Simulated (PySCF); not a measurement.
Atoms are numbered as in `[cH:1]1[cH:2][n:3][c:4]2[n:5][cH:6][cH:7][n:8][c:9]2[n:10]1`. Hydrogens are named by the atom that carries them.

GIAO PBE0/pcSseg-1 shifts (PySCF 2.14.0 with density-fitted response routines, gas phase, non-relativistic, equivalent atoms averaged), each against references optimised in the same way as the molecule (TMS, NH3).

On the GFN2-xTB geometry: C1/C2/C6/C7 153.6, C4/C9 151.4, N3/N5/N8/N10 393.2, H(C1)/H(C2)/H(C6)/H(C7) 9.47 ppm.

Question: What changes on the PBE0-D3(BJ)/def2-SVP geometry?

Answer: 
```json
{"atoms": "C1/C2/C6/C7", "δ (ppm)": "153.3", "change": "-0.3"}
{"atoms": "C4/C9", "δ (ppm)": "150.0", "change": "-1.4"}
{"atoms": "N3/N5/N8/N10", "δ (ppm)": "392.0", "change": "-1.2"}
{"atoms": "H(C1)/H(C2)/H(C6)/H(C7)", "δ (ppm)": "9.22", "change": "-0.25"}
```

Bonds between heavy atoms that differ most (equivalent bonds averaged): C1–C2 1.415 → 1.424 Å, N3–C4 1.347 → 1.352 Å, C2–N3 1.303 → 1.307 Å, C9–C4 1.426 → 1.429 Å. Mean change of bonds to hydrogen: C–H +0.015 Å.
